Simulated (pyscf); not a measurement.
PySCF, gas phase, ωB97X-D3(BJ)/def2-SVP geometries. Correlated levels are frozen-core, on RHF or UHF. ΔMP2 is the change of the MP2 total energy from the triple- to the quadruple-zeta basis.

SMILES: [CH3][GaH][OH]
```xyz
8

C     -0.9085     0.8288     0.3391
Ga    -0.0960    -0.8148    -0.3324
O     -1.2384    -2.1819    -0.5230
H     -0.7499     1.6608    -0.3658
H     -1.9896     0.6902     0.4871
H     -0.4553     1.1236     1.2995
H      1.4014    -1.0818    -0.7178
H     -0.8547    -3.0011    -0.8528
```
Charge 0, spin multiplicity 1.

Problem. How much does it cost (ΔH, 298 K, CCSD(T)/def2-TZVPP + ΔMP2(QZVPP)) to split H₃C–GaH–OH at its C–H bond into •H₂C–GaH–OH + H•?

Solution. C–H to •H₂C–GaH–OH + H•: 418.2 kJ/mol. The radicals are drawn with the spin at the cut bond; how far it spreads was not checked. Other isomers of •H₂C–GaH–OH were not searched in full and may lie lower. The CCSD(T) − MP2 part came from Ansatz, without density fitting, on the same reference. The frozen core leaves the outer d or s,p core shells of the metals and heavy elements correlated in the MP2 and CC values, and def2-TZVPP describes them poorly, which can shift differences by a few kcal/mol. Elements up to Kr have no core potential and no relativistic terms here.
